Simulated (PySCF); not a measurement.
Gas-phase reaction: 4 B(CH3)3 ⇌ 3 BH + BH3 + 6 C2H5

Energies from PySCF, thermal terms from the rigid-rotor harmonic-oscillator model, ideal gas at 1 bar. † marks an energy on the PBE0/def2-TZVP geometry and frequencies; other levels use their own. MP2 freezes the core. 6-31G* has spherical d functions here. Open shells (unrestricted): C2H5 (multiplicity 2); the rest are closed-shell singlets. MP2 isn't extrapolated to the basis-set limit.

HF/6-31G* gives ΔH°(298 K) = 2105 kJ.

Q: What do PBE/def2-TZVP†, MP2/def2-TZVPP†, MP2/def2-SVP† give?

A: PBE/def2-TZVP†: 2679 kJ; MP2/def2-TZVPP†: 2723 kJ; MP2/def2-SVP†: 2704 kJ. For scale, ΔH°(298 K) is 2105 kJ at this level, 2665 kJ at ωB97M-V/def2-TZVP†, and runs from 2076 to 3069 kJ over the 18 levels computed († marks an energy on the PBE0/def2-TZVP geometry).
